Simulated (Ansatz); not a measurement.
**Molecular dynamics of CHOS2, charge -1**

Input:

```yaml
crystal:
  periodic: [false, false, false]
  atoms:
    - { symbol: O, position_ang: [0.047499, -0.395848, -1.017508] }
    - { symbol: H, position_ang: [-0.244447, 0.489457, -1.341701] }
    - { symbol: S, position_ang: [-0.226096, 1.559829, 0.67017] }
    - { symbol: C, position_ang: [0.030669, -0.151358, 0.324007] }
    - { symbol: S, position_ang: [0.271424, -1.444937, 1.431442] }
total_charge: -1
basis:
  gaussian: { orbitals: "6-31G*" }
hamiltonian:
  xc: revpbe
  dispersion: d4
md:
  timestep: 0.25
  n_steps: 100
  ensemble: nve
  temperature: 500.0
  initial_velocities: maxwell_boltzmann
  seed: 390092
scf:
  lower_state_search: "off"
```

Command:

```bash
$ ansatz run input.yaml --threads 1 --pin off --max-ram 2048MiB --backend cpu --events-out ev --progress --plain --runs-dir out
```

It goes on from the last frame of an earlier run, with new velocities.

Output, in part (one step line in 4, the closing report, with atoms numbered from 0):

```
md step     0: t =     0.00 fs  T =   500.0 K  F+E_penalty+E_count = -24767.17215777 eV  E_kin = 0.193890 eV  conserved = -24766.97826777 eV  (18 SCF iters)
md step     4: t =     1.00 fs  T =   508.4 K  F+E_penalty+E_count = -24767.17542289 eV  E_kin = 0.197152 eV  conserved = -24766.97827098 eV  (23 SCF iters)
md step     8: t =     2.00 fs  T =   503.2 K  F+E_penalty+E_count = -24767.17340845 eV  E_kin = 0.195132 eV  conserved = -24766.97827686 eV  (23 SCF iters)
md step    12: t =     3.00 fs  T =   481.6 K  F+E_penalty+E_count = -24767.16501442 eV  E_kin = 0.186742 eV  conserved = -24766.97827259 eV  (23 SCF iters)
md step    16: t =     4.00 fs  T =   446.8 K  F+E_penalty+E_count = -24767.15150565 eV  E_kin = 0.173248 eV  conserved = -24766.97825799 eV  (23 SCF iters)
md step    20: t =     5.00 fs  T =   408.2 K  F+E_penalty+E_count = -24767.13654436 eV  E_kin = 0.158298 eV  conserved = -24766.97824587 eV  (23 SCF iters)
md step    24: t =     6.00 fs  T =   373.4 K  F+E_penalty+E_count = -24767.12304361 eV  E_kin = 0.144797 eV  conserved = -24766.97824613 eV  (23 SCF iters)
md step    28: t =     7.00 fs  T =   342.2 K  F+E_penalty+E_count = -24767.11094423 eV  E_kin = 0.132691 eV  conserved = -24766.97825317 eV  (22 SCF iters)
md step    32: t =     8.00 fs  T =   310.9 K  F+E_penalty+E_count = -24767.09880960 eV  E_kin = 0.120559 eV  conserved = -24766.97825054 eV  (22 SCF iters)
md step    36: t =     9.00 fs  T =   281.5 K  F+E_penalty+E_count = -24767.08739248 eV  E_kin = 0.109156 eV  conserved = -24766.97823636 eV  (23 SCF iters)
md step    40: t =    10.00 fs  T =   262.0 K  F+E_penalty+E_count = -24767.07982218 eV  E_kin = 0.101591 eV  conserved = -24766.97823143 eV  (23 SCF iters)
md step    44: t =    11.00 fs  T =   255.0 K  F+E_penalty+E_count = -24767.07714306 eV  E_kin = 0.098898 eV  conserved = -24766.97824513 eV  (23 SCF iters)
md step    48: t =    12.00 fs  T =   252.9 K  F+E_penalty+E_count = -24767.07634342 eV  E_kin = 0.098086 eV  conserved = -24766.97825752 eV  (23 SCF iters)
md step    52: t =    13.00 fs  T =   248.7 K  F+E_penalty+E_count = -24767.07467549 eV  E_kin = 0.096423 eV  conserved = -24766.97825238 eV  (22 SCF iters)
md step    56: t =    14.00 fs  T =   245.2 K  F+E_penalty+E_count = -24767.07330698 eV  E_kin = 0.095068 eV  conserved = -24766.97823911 eV  (23 SCF iters)
md step    60: t =    15.00 fs  T =   250.3 K  F+E_penalty+E_count = -24767.07528134 eV  E_kin = 0.097045 eV  conserved = -24766.97823593 eV  (23 SCF iters)
md step    64: t =    16.00 fs  T =   266.2 K  F+E_penalty+E_count = -24767.08148395 eV  E_kin = 0.103238 eV  conserved = -24766.97824562 eV  (24 SCF iters)
md step    68: t =    17.00 fs  T =   287.4 K  F+E_penalty+E_count = -24767.08969057 eV  E_kin = 0.111435 eV  conserved = -24766.97825599 eV  (24 SCF iters)
md step    72: t =    18.00 fs  T =   307.6 K  F+E_penalty+E_count = -24767.09752299 eV  E_kin = 0.119270 eV  conserved = -24766.97825254 eV  (24 SCF iters)
md step    76: t =    19.00 fs  T =   328.6 K  F+E_penalty+E_count = -24767.10566574 eV  E_kin = 0.127425 eV  conserved = -24766.97824095 eV  (24 SCF iters)
md step    80: t =    20.00 fs  T =   356.8 K  F+E_penalty+E_count = -24767.11658785 eV  E_kin = 0.138346 eV  conserved = -24766.97824219 eV  (24 SCF iters)
md step    84: t =    21.00 fs  T =   391.1 K  F+E_penalty+E_count = -24767.12990883 eV  E_kin = 0.151649 eV  conserved = -24766.97825998 eV  (24 SCF iters)
md step    88: t =    22.00 fs  T =   421.0 K  F+E_penalty+E_count = -24767.14151331 eV  E_kin = 0.163238 eV  conserved = -24766.97827521 eV  (24 SCF iters)
md step    92: t =    23.00 fs  T =   437.2 K  F+E_penalty+E_count = -24767.14782636 eV  E_kin = 0.169551 eV  conserved = -24766.97827511 eV  (24 SCF iters)
md step    96: t =    24.00 fs  T =   439.6 K  F+E_penalty+E_count = -24767.14871924 eV  E_kin = 0.170452 eV  conserved = -24766.97826746 eV  (24 SCF iters)
md step   100: t =    25.00 fs  T =   432.3 K  F+E_penalty+E_count = -24767.14589096 eV  E_kin = 0.167626 eV  conserved = -24766.97826525 eV  (24 SCF iters)
Total energy: -24767.14592327 eV, -910.1758249059 hartree
Atom 0 at     0.033129    -0.490881    -1.006974 Å, force     0.204845     1.141518    -0.238299 eV/Å
Atom 1 at    -0.081130     0.422820    -1.409284 Å, force    -0.011753    -0.534244    -0.023998 eV/Å
Atom 2 at    -0.232963     1.552970     0.707903 Å, force     0.365542    -0.470853    -0.452545 eV/Å
Atom 3 at     0.095379    -0.134036     0.338175 Å, force    -1.000796     1.098016    -0.377002 eV/Å
Atom 4 at     0.256085    -1.395048     1.385269 Å, force     0.442161    -1.234437     1.091843 eV/Å
Dipole moment:    -0.006126     0.029185    -0.509505 e Å
```

The run went to its last step. The conserved energy stayed within 0.0074 meV per atom of its start (net change 0.0006 meV per atom), so the integration is sound. A run of 0.025 ps of so small a system gives no equilibrium averages. Limits of this set-up: an anion without diffuse functions, the dipole of an ion depends on the origin.

The same pairs are bonded in the first frame and the last. Pairs count as bonded within 1.25 times the sum of covalent radii (0.12 Å more for H–H).

Last frame:

```xyz
5
Properties=species:S:1:pos:R:3
O 0.033 -0.491 -1.007
H -0.081 0.423 -1.409
S -0.233 1.553 0.708
C 0.095 -0.134 0.338
S 0.256 -1.395 1.385
```

The run took 80 s on 1 thread of AMD EPYC 7R13 Processor (Zen 3), with other jobs on the host, peak memory 0.11 GiB.
